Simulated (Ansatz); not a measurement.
**The aluminium atom: a ladder of functionals and wavefunction methods**

An exercise on one series of results from a longer session: the logs are not shown, and one member is left open.

Computed with Ansatz 0.2.0, Gaussian basis. Level: functionals in def2-TZVPP, the program's frozen cores in correlated methods.

Plan: LDA (SPW92), PBE, revPBE, BLYP, r2SCAN, B97M-V, PBE0, B3LYP, r2SCANh, r2SCAN0, HSE06, BHLYP, CAM-B3LYP, LC-ωPBE, ωB97X-V, ωB97M-V, B2PLYP, PBE-QIDH; CCSD(T)/def2-SVP; CCSD(T)/def2-TZVPP; CCSD(T)/def2-QZVPP; extrapolation to the limit; RPA on PBE.

### The atom

SMILES `[Al]`, 1 atom, charge 0, spin multiplicity 2.

Set-up of the first run:

in.yaml reads:

```yaml
crystal:
  periodic: [false, false, false]
  atoms:
    - {symbol: Al, position_ang: [0.000000, 0.000000, 0.000000]}
basis:
  gaussian: {orbitals: def2-TZVPP}
magnetization: {spin_polarized: true, initial_magnetization: 1}
hamiltonian: {xc: lda}
output: {orbitals: {seedname: orbitals}}
```

Steps of the session up to this table: LDA; PBE (GGA); revPBE (GGA); BLYP (GGA); r2SCAN (meta-GGA); B97M-V (meta-GGA); PBE0 (hybrid); B3LYP (hybrid); r2SCANh (hybrid); r2SCAN0 (hybrid); HSE06 (hybrid); BHLYP (hybrid); CAM-B3LYP (range-separated); LC-ωPBE (range-separated); ωB97X-V (range-separated); ωB97M-V (range-separated); B2PLYP (double hybrid); PBE-QIDH (double hybrid).

One table of the session follows, with a row left open; its other results are not shown here.

It belongs to the step «Frontier levels by functional». Levels, from each run's orbital file (highest filled and lowest empty over both spins):

```
 functional  HOMO (eV)  LUMO (eV)  gap (eV)
LDA (SPW92)      -2.96      -2.86      0.09
        PBE      -3.04      -2.71      0.33
     revPBE      -3.06      -2.67      0.39
       BLYP      -2.78      -2.49      0.29
     r2SCAN      -3.33      -2.53      0.80
     B97M-V      -2.77      -2.64      0.12
       PBE0      -3.88      -1.96      1.92
      B3LYP      -3.59      -2.05      1.54
    r2SCANh      -3.63      -2.25      1.38
    r2SCAN0      -4.08      -1.84      2.24
      HSE06      -3.49      -2.33      1.16
      BHLYP      -4.45      -1.04      3.40
  CAM-B3LYP          ?          ?         ?
    LC-ωPBE      -6.18       0.03      6.21
    ωB97X-V      -5.72       0.04      5.76
    ωB97M-V      -5.14      -0.15      4.99
```

Q: Estimate the row for CAM-B3LYP from the others.

**Answer.** HOMO (eV): -4.84; LUMO (eV): -0.86; gap (eV): 3.98. In the column «HOMO (eV)» it lies between ωB97M-V (-5.14) and BHLYP (-4.45).
